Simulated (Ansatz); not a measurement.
C4H6F2 can be A, `CC/C(F)=C\F`, or B, `C/C(=C/F)CF`.

Computed with Ansatz on PBE0-D4/def2-TZVP structures; ΔE is electronic, products minus reactants. CBS: MP2 limit from def2 TZ/QZ plus the TZ coupled-cluster correction, frozen cores. Double bonds are as drawn, so ΔE can hold a change between cis and trans. DFT in def2-TZVPP. B3LYP here is the variant with VWN-RPA as its local correlation; programs differ in this. One conformer a species, not always the lowest.

Q: Which is lower in electronic energy at CCSD(T)/CBS, and by how much? (Estimate.)

A: Ansatz gave: B, by 9.0 kJ/mol.

Q: Give E(B) − E(A) in kJ/mol with ωB97M-V, PBE0-D4, B2PLYP, B3LYP, PBE-D4, CCSD/def2-TZVPP, r2SCAN-D4. (Best estimate.)

A: The calculation gave: ωB97M-V -6.2, PBE0-D4 -5.8, B2PLYP -8.4, B3LYP -6.7, PBE-D4 -5.2, CCSD/def2-TZVPP -8.6, r2SCAN-D4 -5.7. None reverses the order clearly.

Q: Does the order hold for the free energy at 298.15 K (harmonic terms from PBE0-D4)? (Best estimate.)

A: The calculation gave: Yes: G(B) − G(A) = -8.3 kJ/mol, for one conformer each.

Largest T1 diagnostic: 0.011.

At CCSD(T), def2-SVP lies +4.1 kJ/mol from the extrapolated value and def2-TZVPP +0.4 kJ/mol. Leaving LDA and LC-ωPBE aside and taking each functional with its dispersion term where it has one, the values, not all of them listed here, spread over 3.6 kJ/mol, from BHLYP-D4 to PBE-D4.
